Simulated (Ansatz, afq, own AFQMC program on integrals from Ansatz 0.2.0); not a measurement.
BSiH3, triplet in cc-pVTZ, levels against CCSDT(Q)

```xyz
5

B    -1.9865    0.0000    0.0000
H    -2.5832    1.0336    0.0000
H    -2.5832   -1.0336    0.0000
H    -0.7930    0.0000    0.0000
Si    0.9785    0.0000    0.0000
```

Connectivity, by distances: BH2 ··· Si, 1 bridging H.

Basis cc-pVTZ. Only valence electrons are correlated. Ansatz 0.2.0 and our own AFQMC program on the same integrals; the CISD trial comes from CCSD amplitudes, and released means the phaseless constraint is let go. Error bars are statistical, one sigma.

Determinant: UHF, the one that the program's search chose, which needn't be the lowest solution. The geometry is a point of a scan.

No full CI on the walks' own integrals is used here; CCSDT(Q) serves as the reference and is uncertain by about the last step of the cluster series.

Cautions: lower spins were not checked.

- T1 diagnostic: 0.0284
- weight of the determinant in the CISD state: 0.866
- ⟨S²⟩ of the determinant: 2.038
- size of the correlated space: 10 electrons in 100 orbitals

```csv
level,correlation energy (eV)
MP2,-4.8847
CCSD,-5.9552
CCSD(T),-6.1516
```

Q: Estimate where AFQMC with the constraint released lies against CCSD(T) on the same integrals.

A: 1.79 ± 0.26 mEh below CCSD(T).

Reference: CCSDT(Q), correlation energy -6.203 eV. The released energy is read at 2.40 1/Eh (meV from the phaseless value at times in 1/Eh: -9 ± 5 at 0.24, -13 ± 5 at 0.51, -13 ± 5 at 0.99, -26 ± 6 at 1.62, -18 ± 7 at 2.40).

```
         level  E − E(reference) (mEh)  share of correlation (%)
       CCSD(T)                    1.88                     99.18
         CCSDT                    0.29                     99.87
 ph-AFQMC/CISD             0.75 ± 0.18                     99.67
released AFQMC             0.09 ± 0.26                     99.96
```

A walk keeps the symmetry of its determinant, which the program's search chose and which needn't be the lowest solution, so a lower state of the same spin and another symmetry isn't excluded. Released energies are given only where the last usable release times agree within the noise; a slower fall can still hide under it.
